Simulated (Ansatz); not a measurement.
C3H6O3 can be A, `O=C(O)CCO`, or B, `O=COCCO`.

Gas-phase electronic energies from Ansatz, PBE0-D4/def2-TZVP geometries. CCSD(T)/CBS is the MP2 limit (def2-TZVPP, def2-QZVPP) plus CCSD(T) − MP2 in def2-TZVPP, frozen cores. DFT in def2-TZVPP. B3LYP here is the variant with VWN-RPA as its local correlation; programs differ in this. One conformer a species, not always the lowest.

A:

```xyz
12

O     1.356   -1.002   -0.889
C     1.049    0.136   -0.662
O     1.922    1.152   -0.748
C    -0.332    0.609   -0.298
C    -1.119   -0.454    0.426
O    -0.572   -0.585    1.723
H     2.768    0.767   -1.015
H    -0.263    1.517    0.304
H    -0.834    0.880   -1.234
H    -1.048   -1.394   -0.132
H    -2.174   -0.157    0.477
H    -0.754   -1.468    2.049
```

B:

```xyz
12

O     2.056    1.570    0.819
C     1.143    1.786    0.079
O     0.219    0.903   -0.294
C     0.344   -0.414    0.268
C    -0.771   -1.242   -0.311
O    -2.043   -0.772    0.062
H     0.938    2.752   -0.405
H     0.264   -0.343    1.355
H     1.324   -0.825    0.014
H    -0.665   -1.287   -1.404
H    -0.684   -2.261    0.073
H    -2.125    0.132   -0.255
```

Q: Which is lower in electronic energy at CCSD(T)/CBS, and by how much? (An estimate is asked.)

A: Computed: A, by 58.8 kJ/mol.

Q: Give E(B) − E(A) in kJ/mol with PBE-D4, r2SCAN-D4, B2PLYP, CCSD(T)/def2-TZVPP, ωB97M-V, B3LYP-D4, HF/def2-TZVPP. (Best estimate.)

A: Computed: PBE-D4 56.7, r2SCAN-D4 57.8, B2PLYP 54.5, CCSD(T)/def2-TZVPP 56.9, ωB97M-V 59.5, B3LYP-D4 54.1, HF/def2-TZVPP 53.8. None reverses the order clearly.

Largest T1 diagnostic: 0.014.

From PBE to PBE0 (25 % exact exchange), in def2-TZVPP and without D4, E(B) − E(A) moves by +4.1 kJ/mol. In def2-TZVPP, CCSD(T) changes the Hartree–Fock value by +3.1 kJ/mol (the triples alone add −0.6 kJ/mol) and MP2 by +6.8 kJ/mol.
